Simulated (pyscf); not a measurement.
Optimised with ωB97X-D3(BJ)/def2-SVP in PySCF.

### Question
For the elementary gas-phase step H₃C–Ga(F)–F + hydrogen chloride (HCl) → H₃C–Ga(F)–Cl + hydrogen fluoride (HF) (singlet surface; F–Ga, Cl–H broken, Cl–Ga, F–H formed), what barrier and reaction energy does ωB97M-D3(BJ)/def2-TZVP give, measured from the separated reactants?

### Answer
ΔE‡ = -22.6 kJ/mol, ΔE = -25.9 kJ/mol. Zero-point energy shifts the barrier by +2.4 kJ/mol. It is a four-centre exchange, with an imaginary mode of 351i cm⁻¹. On the reactant side the descent ends in an adduct with a Cl–Ga contact, 42.3 kJ/mol under the separated species and 9.4 kJ/mol under the saddle at ωB97X-D3(BJ)/def2-TZVP. On the product side the descent ends in an adduct with a F–Ga contact, 45.5 kJ/mol under the separated species and 46.6 kJ/mol under the saddle at ωB97X-D3(BJ)/def2-TZVP. At ωB97M-D3(BJ) the saddle lies under the separated reactants, which points to a path from their complex (located at ωB97X-D3(BJ) alone). What is counted as formed (Cl–Ga) is already present as a longer contact in the reactant adduct; forming that adduct is a step of its own. What is counted as broken (F–Ga) persists as a longer contact in the product adduct; parting that adduct is a step of its own. At ωB97X-D3(BJ)/def2-TZVP the barrier from the zero used here is -33.0 kJ/mol. One saddle was located; it need not be the lowest between these sides. Elements up to Kr have no core potential and no relativistic terms here.
